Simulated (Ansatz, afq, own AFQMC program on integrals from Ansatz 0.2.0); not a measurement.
# Mn, sextet: AFQMC among the cluster methods

A free Mn atom.

Basis def2-TZVPP. Noble-gas cores (and the filled d shells of Ga–Kr and In–Xe) are frozen. Ansatz 0.2.0 and our own AFQMC program on the same integrals; the CISD trial comes from CCSD amplitudes, and released means the phaseless constraint is let go. ± is one standard error of the sampling. The metal's outer-core s and p shells are frozen, which shifts wave-function levels against functionals.

Determinant: UHF, the one that the program's search chose, which needn't be the lowest solution.

No full CI on the walks' own integrals is used here; CCSDT(Q) serves as the reference and is uncertain by about the last step of the cluster series.

Cautions: no relativity below Rb; outer-core shells of the metal frozen.

The T1 diagnostic is 0.0217. The weight of the determinant in the CISD state is 0.916. The ⟨S²⟩ of the determinant is 8.770 and the size of the correlated space is 7 electrons in 55 orbitals.

| level | correlation energy (eV) |
| --- | --- |
| MP2 | -3.1724 |
| CCSD | -3.5723 |
| CCSD(T) | -3.6721 |

(1) Estimate where AFQMC with the constraint released lies against CCSD(T) on the same integrals.

(1) 12.2 ± 3.3 meV below CCSD(T).

Reference: CCSDT(Q), correlation energy -3.687 eV. The released energy is read at 4.20 1/Eh (meV from the phaseless value at times in 1/Eh: -5.0 ± 1.9 at 0.60, -6.0 ± 2.3 at 1.20, -6.5 ± 1.6 at 2.00, -7.4 ± 1.9 at 3.00, -7 ± 3 at 4.20).

```csv
level,E − E(reference) (meV),share of correlation (%)
CCSD(T),15.1,99.59
CCSDT,2.1,99.94
ph-AFQMC/HF,34.9 ± 17.0,99.05
ph-AFQMC/CISD,9.7 ± 1.7,99.74
released AFQMC,2.9 ± 3.3,99.92
```

A walk keeps the symmetry of its determinant, which the program's search chose and which needn't be the lowest solution, so a lower state of the same spin and another symmetry isn't excluded. Released energies are given only where the last usable release times agree within the noise; a slower fall can still hide under it.
